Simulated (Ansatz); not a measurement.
in.yaml

```yaml
crystal:
  periodic: [false, false, false]
  atoms:
    - {symbol: N, position_ang: [0.000000, 0.000000, 0.000000]}
    - {symbol: S, position_ang: [0.000000, 0.000000, 1.485600]}
basis:
  gaussian: {orbitals: 6-31G}
total_charge: 1
magnetization: {spin_polarized: true, initial_magnetization: 0}
correlation: {method: ccsdt_q, electrons: outside_noble_gas}
```

```sh
$ ansatz run in.yaml --threads 1 --pin off --events-out ev --progress --plain --max-ram 2393MiB
```

Output:

```
458 factors; integrals over basis functions are off by at most 3.0e-8 eV
mean field evaluation 1: about -12280.6375 eV, gradient 2.8e1 eV
mean field evaluation 2: about -12280.7731 eV, gradient 2.8e1 eV
mean field evaluation 4: about -12284.4662 eV, gradient 1.5e0 eV
mean field evaluation 8: about -12284.5149 eV, gradient 7.0e-4 eV
mean field evaluation 16: about -12284.5677 eV, gradient 4.9e-1 eV
mean field evaluation 32: about -12284.5934 eV, gradient 1.1e-1 eV
mean field evaluation 64: about -12284.5147 eV, gradient 1.7e-1 eV
mean field evaluation 96: about -12281.5883 eV, gradient 1.5e1 eV
mean field evaluation 128: about -12273.8009 eV, gradient 1.5e1 eV
mean field evaluation 160: about -12280.9042 eV, gradient 6.4e-2 eV
mean field evaluation 192: about -12277.9060 eV, gradient 3.1e0 eV
mean field evaluation 224: about -12280.7294 eV, gradient 3.2e-1 eV
mean field -12285.33577725 eV, -451.4777625142 hartree, gradient 2.7e-6 eV, S^2 1.010234; 5 other end points of the search recorded, 0 dependent functions left out
determinant -12285.33577725 eV, -451.4777625142 hartree, with singles and doubles -12290.50213877 eV, -451.6676227982 hartree
determinant -12284.51484942 eV, -451.4475939731 hartree, with singles and doubles -12290.45918070 eV, -451.6660441182 hartree
determinant -12285.33577725 eV, -451.4777625142 hartree, with singles and doubles -12290.51522200 eV, -451.6681035979 hartree
determinant -12284.51484942 eV, -451.4475939731 hartree, with singles and doubles -12290.45746587 eV, -451.6659810996 hartree
6 core orbitals not correlated: weight in the atoms' cores, before any rotation towards them, 1.000 or more for the frozen orbitals, at most 0.000 for the correlated occupied ones
reference -12285.33577725 eV, -451.4777625142 hartree; 5, 5 occupied and 11, 11 virtual orbitals, 458 factors
second order -3.42924847 eV of doubles, -0.00000000 eV of singles
cycle   1  -3.53478337 eV  change   -1.1e-1 eV  update   1.4e-1
cycle   2  -4.11578825 eV  change   -5.8e-1 eV  update   8.2e-2
cycle   3  -5.02975600 eV  change   -9.1e-1 eV  update   7.7e-2
cycle   4  -5.21607400 eV  change   -1.9e-1 eV  update   3.7e-2
cycle   5  -5.30078264 eV  change   -8.5e-2 eV  update   1.9e-2
cycle   6  -5.36595297 eV  change   -6.5e-2 eV  update   5.2e-3
cycle   7  -5.36068987 eV  change    5.3e-3 eV  update   2.3e-3
cycle   8  -5.36301629 eV  change   -2.3e-3 eV  update   9.5e-4
cycle   9  -5.36870658 eV  change   -5.7e-3 eV  update   4.8e-4
cycle  10  -5.36918750 eV  change   -4.8e-4 eV  update   1.9e-4
cycle  11  -5.36994894 eV  change   -7.6e-4 eV  update   9.3e-5
cycle  12  -5.37013009 eV  change   -1.8e-4 eV  update   3.6e-5
cycle  13  -5.37025605 eV  change   -1.3e-4 eV  update   2.1e-5
cycle  14  -5.37031472 eV  change   -5.9e-5 eV  update   1.2e-5
cycle  15  -5.37036428 eV  change   -5.0e-5 eV  update   6.2e-6
cycle  16  -5.37037599 eV  change   -1.2e-5 eV  update   2.7e-6
cycle  17  -5.37037587 eV  change    1.1e-7 eV  update   1.2e-6
perturbative correction -0.07755714 eV, -0.0028501724 hartree
Total energy: -12290.78371027 eV, -451.6779703598 hartree
```

The determinant's ⟨S²⟩ is 1.01 against 0.00 for a pure state. The T1 diagnostic is 0.132.

For the same geometry and basis full CI lies 26.8 meV lower.

Ran on 1 thread of Arm Neoverse V2, shared host: 3.2 s wall, 0.11 GiB peak host memory.
